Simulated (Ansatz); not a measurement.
**CH₂ (singlet): from Hartree-Fock to the top rungs, 6-31G**

An exercise on one series of results from a longer session: the logs are not shown, and one member is left open.

Computed with Ansatz 0.2.0, Gaussian basis. Level: 6-31G, core rule «outside noble gas», up to 1 orbitals frozen.

Plan: UHF; CCSD(T) on RHF; CCSD(T) on UHF; BCCD(T) on RHF; CISD; CCSDT(Q) on RHF; CCSDT(Q) on UHF; CISDTQ; CCSDTQ on RHF; CCSDTQ on UHF; CASSCF and MRCISD+Q, 6 electrons in 6 orbitals; CASSCF and NEVPT2, 6 electrons in 6 orbitals; Full CI.

11 further runs of the same task are left out: 1 that didn't finish, 10 set aside as unsound or not needed.

## What is computed

The geometry is an MP2(full)/6-31G* stationary point (not a proven minimum).

3 atoms, charge 0, spin multiplicity 1.

Atoms are counted from 1 here; the program's logs count them from 0.

Bond lengths: C1–H2 1.109 Å, C1–H3 1.109 Å. Angles: H2–C1–H3 102.1°.

The first run:

in.yaml

```yaml
crystal:
  periodic: [false, false, false]
  atoms:
    - {symbol: C, position_ang: [0.000000, 0.000000, 0.100225]}
    - {symbol: H, position_ang: [0.000000, 0.862232, -0.597147]}
    - {symbol: H, position_ang: [0.000000, -0.862232, -0.597147]}
basis:
  gaussian: {orbitals: 6-31G}
magnetization: {spin_polarized: true, initial_magnetization: 0}
hamiltonian: {xc: hf}
output: {orbitals: {seedname: orbitals}}
```

Command:

```
$ ansatz run in.yaml --threads 1 --pin off --events-out ev --progress --plain --max-ram 4160MiB --backend cpu
```

Among the steps run: UHF; CCSD(T) on RHF; CCSD(T) on UHF; BCCD(T) on RHF; CISD; CCSDT(Q) on RHF; CCSDT(Q) on UHF; CISDTQ; CCSDTQ on RHF; CCSDTQ on UHF; CASSCF and MRCISD+Q, 6 electrons in 6 orbitals; CASSCF and NEVPT2, 6 electrons in 6 orbitals; Full CI.

One of the session's tables, all rows but one given; the rest of the session is left out.

It belongs to the step «Misses and costs». 

| method | from FCI (meV) |
| --- | --- |
| RHF | +2436.4 |
| RMP2 | +661.3 |
| CISD | +142.9 |
| RCCSD | +55.0 |
| RCCSD(T) | +15.4 |
| BCCD(T) | +15.7 |
| RCCSDT | +3.1 |
| CISDTQ | +2.6 |
| RCCSDT(Q) | +0.7 |
| RCCSDTQ | ? |
| CASSCF valence | +876.6 |
| NEVPT2 valence | +215.1 |
| MRCISD valence | +14.1 |
| MRCISD+Q valence | +0.9 |
| FCI | 0 |

Q: Estimate the row for RCCSDTQ from the others.

The run gave: from FCI (meV): +0.1. In the column «from FCI (meV)» it lies between FCI (0) and RCCSDT(Q) (+0.7).

Left out of the table: UHF, UMP2, UCCSD, UCCSD(T), UCCSDT, UCCSDT(Q), UCCSDTQ (another determinant or state than the rows shown).
